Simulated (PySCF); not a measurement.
# AlH: frontier orbitals

PBE at R = 1.665 Å; Al cc-pV(T+d)Z, H cc-pVTZ; no relativity (PySCF 2.14). State: ¹Σ⁺ (singlet), closed shell. Only the outer orbitals are listed, counted within each symmetry.

| orbital | occ. | ε (eV) | on Al (%) | main shells (%) |
| --- | --- | --- | --- | --- |
| 4σ | 2 | -8.87 | 68 | 63 Al s, 32 H s |
| 5σ | 2 | -4.90 | 74 | 39 Al p, 32 Al s, 26 H s |
| 2π | 0 | -2.54 | 99 | 99 Al p |
| 2π | 0 | -2.54 | 99 | 99 Al p |
| 6σ | 0 | 0.91 | 92 | 71 Al p, 15 Al d, 9 H s |

Which are the highest filled and the lowest empty level, where do they sit, and how wide is the gap?

Highest filled 5σ at -4.90 eV (in %: 39 Al p, 32 Al s, 26 H s); lowest empty 2π at -2.54 eV (in %: 99 Al p); the gap at PBE is 2.36 eV.

```
bond order (Mayer)                              : 0.92
⟨S²⟩                                            : 0.000
charge on Al (Mulliken, basis-dependent)        : 0.16
charge on Al (Löwdin, basis-dependent)          : 0.33
dipole moment (positive dipole means Al(−)H(+)) : -0.09 D
polarisability along the bond                   : 46.0 bohr³
polarisability across the bond                  : 41.9 bohr³
```
